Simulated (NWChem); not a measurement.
# CH4FSi (SMILES C[SiH]F) at UHF/6-31++G(d,p) (spherical functions)

What is the vertical ionisation energy of CH4FSi at UHF/6-31++G** (spherical functions)? 

Program for the calculation: NWChem 7.3.0.

**1. The structure to begin with**

CH4FSi: 7 atoms, total charge 0, spin state doublet. SMILES: `C[SiH]F`. The shape is that of a PBE0-D4/def2-TZVP optimisation.

Bond lengths: C1–Si2 1.864 Å, Si2–F3 1.609 Å, C1–H4 1.091 Å, C1–H5 1.093 Å, C1–H6 1.094 Å, Si2–H7 1.494 Å. Angles: C1–Si2–F3 108.7°, C1–Si2–H7 111.7°, F3–Si2–H7 106.7°, Si2–C1–H4 111.5°, Si2–C1–H5 109.9°, Si2–C1–H6 110.0°, H4–C1–H5 108.4°, H4–C1–H6 108.5°, H5–C1–H6 108.5°.

**2. The energy at UHF/6-31++G(d,p) (spherical functions)**

nw.nw reads:

```
start nw
memory total 2200 mb
charge 0
geometry units atomic noautosym nocenter noautoz
   C  -1.23493602  0.73604833 -0.56313839
   Si  1.73363475 -1.12268629 -0.19672049
   F   1.21074753 -3.42569552  1.71889488
   H  -2.73046528 -0.39268509 -1.42504247
   H  -0.88854922  2.38275567 -1.76065783
   H  -1.89104893  1.39518480  1.28425787
   H   3.80080615  0.42707810  0.94240642
end
basis spherical bse
   * library 6-31++G**
end
scf
   doublet
   uhf
   thresh 1e-08
   maxiter 80
   noprint "final vectors analysis"
end
task scf
```

Run with:

```
$ nwchem nw.nw > nw.out
```

Output:

```text
[...]
  functions       =    82
[...]
  wavefunction    = UHF
[...]
         Total SCF energy =   -428.587211998256
      One electron energy =   -806.405897386346
      Two electron energy =    270.936233384176
 Nuclear repulsion energy =    106.882452003915
                       Sz =      0.5000
                 Sz(Sz+1) =      0.7500
                      S^2 =      0.7523
[...]
```

Wall time 17 s (1 thread of AMD EPYC 9R14 (Zen 4), shared host); peak memory 0.099 GiB.

**3. The singlet cation at the same level**

ch4fsi.nw reads:

```
start ch4fsi
title "CH4FSi"
memory 2200 mb
charge 1
geometry noautosym nocenter noautoz
   C       -0.653500       0.389500      -0.298000
   Si       0.917400      -0.594100      -0.104100
   F        0.640700      -1.812800       0.909600
   H       -1.444900      -0.207800      -0.754100
   H       -0.470200       1.260900      -0.931700
   H       -1.000700       0.738300       0.679600
   H        2.011300       0.226000       0.498700
end
basis "ao basis" spherical bse
   * library 6-31++G**
end
scf
   thresh 1e-08
   maxiter 80
   print low
end
task scf
```

Run with:

```
$ nwchem ch4fsi.nw > ch4fsi.out
```

Output:

```text
[...]
  functions       =    82
[...]
  wavefunction    = RHF
[...]
         Total SCF energy =   -428.280716448329
      One-electron energy =   -797.652859377299
      Two-electron energy =    262.489683216199
 Nuclear repulsion energy =    106.882459712771
        Time for solution =     11.4s
 Task  times  cpu:       11.7s     wall:       11.7s
[...]
```

It took 13 s on 1 thread of AMD EPYC 9R14 (Zen 4), shared host; peak memory 0.099 GiB.

**4. What came out**

Level: UHF/6-31++G** (spherical functions).

| quantity | value |
| --- | --- |
| doublet CH4FSi: total energy | -428.58721 Eh |
| doublet CH4FSi: dipole moment | 1.98 D |
| doublet CH4FSi: ⟨S²⟩ | 0.752 |
| singlet cation: total energy | -428.28072 Eh |
| vertical ionisation energy (to the singlet cation) | 8.340 eV |

What this shows: The vertical ionisation energy comes to 8.34 eV (805 kJ/mol). Only the singlet of the ionised species was computed; a triplet could lie lower.
